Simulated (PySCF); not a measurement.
CH3O, charge +2, doublet, at a GFN2-xTB geometry of the parent state (a state made from the parent by changing its charge; the spin is typed, not shown lowest); M062X/def2-SVP in PySCF.

Input for PySCF:
```python
from pyscf import gto, scf, dft

mol = gto.M(
    atom='''
C     0.685555    0.025060   -0.033260
O    -0.671254   -0.121865   -0.005443
H    -1.098199    0.739235   -0.058755
H     1.128206    0.974578    0.202513
H     1.226693   -0.889257    0.099351
''',
    basis='def2-svp',
    charge=2,
    spin=1,
    verbose=5,
)

mf = dft.UKS(mol)
mf.xc = 'm062x'
mf.kernel()
mf.analyze()
```

**Question.** Predict the main parts of the log of this PySCF run.

**Answer.** 
```
PySCF version 2.14.0

[INPUT] verbose = 5
[INPUT] max_memory = 4000
[INPUT] num. atoms = 5
[INPUT] num. electrons = 15
[INPUT] charge = 2
[INPUT] spin (= nelec alpha-beta = 2S) = 1
[INPUT] symmetry False subgroup None
[INPUT] Mole.unit = angstrom
[INPUT] Symbol           X                Y                Z      unit          X                Y                Z       unit  Magmom
[...]
[INPUT] ---------------- BASIS SET ----------------
[INPUT] l, kappa, [nprim/nctr], expnt,             c_1 c_2 ...
[INPUT] O
[...]
                                340.87010191      -0.03989003923
                                77.363135167      -0.17853911985
                                21.47964494       -0.46427684959
                                6.6589433124      -0.44309745172
[...]
                                3.863550544       0.23094120765
                                1.0480920883      0.51375311064
[...]
[INPUT] H
[...]
                                1.9622572         0.13796524
                                0.44453796        0.47831935
[...]
[INPUT] C
[...]
                                186.29004992      0.040638409211
                                42.251176346      0.18025593888
                                11.676557932      0.46315121755
                                3.5930506482      0.44087173314
[...]
                                2.0103545142      0.21117025112
                                0.54771004707     0.51328172114
[...]
nuclear repulsion = 35.3489630847581
number of shells = 21
number of NR pGTOs = 69
number of NR cGTOs = 43
basis = def2-svp
ecp = {}

******** <class 'pyscf.dft.uks.UKS'> ********
method = UKS
initial guess = minao
damping factor = 0
level_shift factor = 0
DIIS = <class 'pyscf.scf.diis.CDIIS'>
diis_start_cycle = 1
diis_space = 8
diis_damp = 0
SCF conv_tol = 1e-09
SCF conv_tol_grad = None
SCF max_cycles = 50
direct_scf = True
direct_scf_tol = 1e-13
number electrons alpha = 8  beta = 7
XC library pyscf.dft.libxc version 7.1.2
    S. Lehtola, C. Steigemann, M. J. T. Oliveira, and M. A. L. Marques,  SoftwareX 7, 1–5 (2018)
XC functionals = m062x
    Y. Zhao and D. G. Truhlar,  Theor. Chem. Acc. 120, 215 (2008)
    Y. Zhao and D. G. Truhlar,  Theor. Chem. Acc. 120, 215 (2008)
radial grids:
    Treutler-Ahlrichs [JCP 102, 346 (1995); DOI:10.1063/1.469408] (M4) radial grids

becke partition: Becke, JCP 88, 2547 (1988); DOI:10.1063/1.454033
pruning grids: <function nwchem_prune>
grids dens level: 3
[...]
converged SCF energy = -113.792643913297  <S^2> = 0.76296553  2S+1 = 2.0129238
Total Energy =                        -113.792643913296558
[...]

 ** Mulliken spin pop alpha/beta on meta-lowdin orthogonal AOs **
 ** Mulliken Spin Density (per AO)  **
spin_pop of  0 C 1s        0.00000
spin_pop of  0 C 2s       -0.01168
spin_pop of  0 C 3s        0.00063
spin_pop of  0 C 2px      -0.01422
spin_pop of  0 C 2py       0.08809
spin_pop of  0 C 2pz      -0.03516
spin_pop of  0 C 3px       0.00078
spin_pop of  0 C 3py       0.00383
spin_pop of  0 C 3pz       0.00027
spin_pop of  0 C 3dxy      0.00097
spin_pop of  0 C 3dyz      0.00009
spin_pop of  0 C 3dz^2     0.00019
spin_pop of  0 C 3dxz      0.00009
spin_pop of  0 C 3dx2-y2    0.00033
spin_pop of  1 O 1s       -0.00000
spin_pop of  1 O 2s        0.05550
spin_pop of  1 O 3s        0.00040
spin_pop of  1 O 2px       0.08602
spin_pop of  1 O 2py       0.42714
spin_pop of  1 O 2pz       0.28020
spin_pop of  1 O 3px       0.00131
spin_pop of  1 O 3py       0.00284
spin_pop of  1 O 3pz       0.00194
spin_pop of  1 O 3dxy     -0.00025
spin_pop of  1 O 3dyz     -0.00000
spin_pop of  1 O 3dz^2     0.00045
spin_pop of  1 O 3dxz      0.00004
spin_pop of  1 O 3dx2-y2    0.00007
spin_pop of  2 H 1s        0.00253
spin_pop of  2 H 2s        0.00100
spin_pop of  2 H 2px       0.00019
spin_pop of  2 H 2py      -0.00012
spin_pop of  2 H 2pz       0.00002
spin_pop of  3 H 1s        0.06467
spin_pop of  3 H 2s        0.00352
spin_pop of  3 H 2px       0.00008
spin_pop of  3 H 2py       0.00047
spin_pop of  3 H 2pz       0.00008
spin_pop of  4 H 1s        0.03483
spin_pop of  4 H 2s        0.00243
spin_pop of  4 H 2px       0.00015
spin_pop of  4 H 2py       0.00030
spin_pop of  4 H 2pz      -0.00001
 ** Mulliken Spin Density (per atom)  **
spin density of  0 C =      0.03420
spin density of  1 O =      0.85567
spin density of  2 H =      0.00361
spin density of  3 H =      0.06882
spin density of  4 H =      0.03770
 ** Mulliken pop alpha/beta on meta-lowdin orthogonal AOs **
 ** Mulliken pop       alpha | beta **
In total             8.00000 | 7.00000
 ** Mulliken atomic charges   ( Nelec_alpha | Nelec_beta ) **
charge of  0C =      0.56667  (     2.73376      2.69957 )
charge of  1O =      0.24402  (     4.30582      3.45015 )
charge of  2H =      0.51066  (     0.24648      0.24287 )
charge of  3H =      0.34527  (     0.36177      0.29295 )
charge of  4H =      0.33338  (     0.35216      0.31446 )

WARN: System has nonzero charge 2; the dipole moment is origin-dependent.
Location of origin: [0. 0. 0.]

Dipole moment(X, Y, Z, Debye):  1.96841,  1.85473, -0.24351
```
